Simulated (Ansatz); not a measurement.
`FC1C=NC1` + H₂ → `C1=NCC1` + H–F at 298.15 K and 1 bar (hydrogenolysis of a C–F bond).

Gas-phase electronic energies from Ansatz, PBE0-D4/def2-TZVP geometries. CBS: MP2 limit from def2 TZ/QZ plus the TZ coupled-cluster correction, frozen cores. This one scheme is used for every species.

| species | CCSD(T)/CBS energy (Eh) | H − E (kJ/mol) | S (J/(mol·K)) |
| --- | --- | --- | --- |
| `FC1C=NC1` | -270.98303 | 192.5 | 285.3 |
| H₂ | -1.17544 | 35.1 | 130.4 |
| `C1=NCC1` | -171.80304 | 210.0 | 265.4 |
| H–F | -100.39570 | 33.5 | 173.6 |

H − E and S are ideal-gas, rigid-rotor, harmonic terms from PBE0-D4/def2-TZVP, for one conformer and one mirror image of each species. The MP2-based limit puts H₂ 0.8 mEh under its directly extrapolated value; such offsets cancel only in part. 1 Eh = 2625.50 kJ/mol, R = 8.31446 J/(mol·K).

Problem. By hand: ΔE, ΔH, ΔS and ΔG.

Solution. ΔE = (-171.80304) + (-100.39570) − (-270.98303) − (-1.17544) = -0.04027 Eh = -105.7 kJ/mol. Δ(H − E) = 210.0 + 33.5 − 192.5 − 35.1 = 15.9, so ΔH = -89.8 kJ/mol. ΔS = 265.4 + 173.6 − 285.3 − 130.4 = 23.3 J/(mol·K). ΔG = -89.8 − 298.15 × (23.3)/1000 = -96.7 kJ/mol.

Problem. By hand: the equilibrium constant, and the temperature at which ΔG would vanish if ΔH and ΔS stayed fixed.

Solution. log₁₀ K = −ΔG/(RT ln 10) = 16.9. ΔH and −TΔS have one sign here, so there is no such temperature.

ΔH outweighs TΔS. A doubt of 5 kJ/mol in ΔE shifts log₁₀ K by 0.9 here. Other conformers and mirror images would add mixing entropy, several J/(mol·K) or more a flexible species. These are equilibria of isolated gas molecules and say nothing of rates. Largest T1 diagnostic: 0.012 (customary marks: 0.02 for closed shells, 0.045 for open ones).
